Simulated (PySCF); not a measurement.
Electric field gradients and quadrupole coupling constants

Tricarbon monoxide, C3O (singlet state).
Bonds: C1–C2 (double), C2–C3 (double), C3–O4 (double).

Field gradients from the PBE0/pcSseg-1 density (PySCF, non-relativistic), principal values in atomic units, ordered |Vxx| ≤ |Vyy| ≤ |Vzz|:

```
atom      Vxx      Vyy     Vzz
  O4  -0.0837  -0.0837  0.1674
```

Question: Find the asymmetry η = (Vxx − Vyy)/Vzz and the couplings χ = eQV/h (234.96 MHz × Q in barn × V in au), with Q(17O) = −0.0256 b.

Answer: 
| atom | environment | nucleus | η | χzz (MHz) | χxx (MHz) | χyy (MHz) |
| --- | --- | --- | --- | --- | --- | --- |
| O4 | oxygen bonded to C | 17O | 0.00 | -1.007 | 0.503 | 0.504 |

The gradient is axial or nearly so (η below 0.05) at O4. The tensor is traceless: Vxx + Vyy + Vzz = 0.

Question: What is Vzz at O4 in SI units (1 au = 9.71736 × 10²¹ V/m²)?

Answer: 0.1674 au = 1.627 × 10²¹ V/m².

Question: And the gradient at the other heavy atoms, for which no coupling is worked out here?

Answer: 
```json
{"atom": "C1", "environment": "carbon bonded to C", "Vzz (au)": "-1.119", "η": "0.00"}
{"atom": "C2", "environment": "central carbon of cumulated double bonds", "Vzz (au)": "-0.047", "η": "0.00"}
{"atom": "C3", "environment": "central carbon of a ketene", "Vzz (au)": "-0.528", "η": "0.00"}
```

Geometry: PBE0-D3(BJ)/def2-SVP; no solvent, vibrations or thermal averaging. A larger basis could move these couplings by a tenth or more.
